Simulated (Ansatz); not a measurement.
# H6OSi2: the cost of one run

Method: the levels named in each step, in Ansatz 0.2.0.

**1. The starting structure**

Bond lengths: Si1–O2 1.617 Å, O2–Si3 1.617 Å, Si1–H4 1.461 Å, Si1–H5 1.462 Å, Si1–H6 1.462 Å, Si3–H7 1.462 Å, Si3–H8 1.461 Å, Si3–H9 1.462 Å. Angles: Si1–O2–Si3 172.2°, O2–Si1–H4 105.8°, O2–Si1–H5 107.2°, O2–Si1–H6 107.1°, H4–Si1–H5 112.4°, H4–Si1–H6 112.2°, H5–Si1–H6 111.7°, O2–Si3–H7 107.1°, O2–Si3–H8 105.8°, O2–Si3–H9 107.2°, H7–Si3–H8 112.4°, H7–Si3–H9 111.7°, H8–Si3–H9 112.2°.

Structure file:

```xyz
9

Si    1.5809   -0.3044    0.0994
O    -0.0029   -0.0360   -0.0816
Si   -1.5796    0.3206   -0.0617
H     2.0198   -0.9448   -1.1382
H     2.2179    0.9946    0.3096
H     1.7397   -1.1793    1.2597
H    -2.1714   -0.4059    1.0604
H    -2.1043   -0.1245   -1.3505
H    -1.6931    1.7679    0.1104
```

**2. A rough first relaxation, PBE-D4/def2-SVP**

This run stands in another session on the same molecule. It ended at:

```xyz
9

Si    1.5458   -0.3146    0.0617
O    -0.0184   -0.2295   -0.5295
Si   -1.5471    0.2989   -0.0967
H     2.4003   -0.9602   -0.9891
H     2.0730    1.0645    0.3602
H     1.5902   -1.1355    1.3239
H    -2.0244   -0.4202    1.1379
H    -2.4757    0.0045   -1.2377
H    -1.5367    1.7803    0.1768
```

**3. Relaxation, PBE0-D4/def2-TZVPP**

Contents of input.yaml:

```yaml
crystal:
  periodic: [false, false, false]
  atoms:
    - { symbol: Si, position_ang: [1.54579829, -0.31464127, 0.06166655] }
    - { symbol: O, position_ang: [-0.01840043, -0.22953857, -0.52946163] }
    - { symbol: Si, position_ang: [-1.54706798, 0.29894541, -0.09671858] }
    - { symbol: H, position_ang: [2.40032801, -0.96016355, -0.98906085] }
    - { symbol: H, position_ang: [2.07299751, 1.06452867, 0.36021743] }
    - { symbol: H, position_ang: [1.59022469, -1.13554836, 1.32393609] }
    - { symbol: H, position_ang: [-2.02442846, -0.42015827, 1.13785459] }
    - { symbol: H, position_ang: [-2.47574787, 0.00446901, -1.23766831] }
    - { symbol: H, position_ang: [-1.53673375, 1.78027692, 0.17676471] }
basis:
  gaussian: { orbitals: def2-TZVPP }
hamiltonian:
  xc: pbe0
  dispersion: d4
relax:
  f_tol: 0.002
  max_steps: 150
```

Started as:

```bash
$ ansatz run input.yaml --threads 4 --pin off --max-ram 10240MiB --backend cpu --events-out ev --progress --plain --runs-dir out
```

What time and memory should one allow on 4 threads of Intel Xeon Platinum 8175M at 2.50GHz (Skylake/Cascade Lake), shared host?

About 34 s, with a peak of 0.48 GiB.
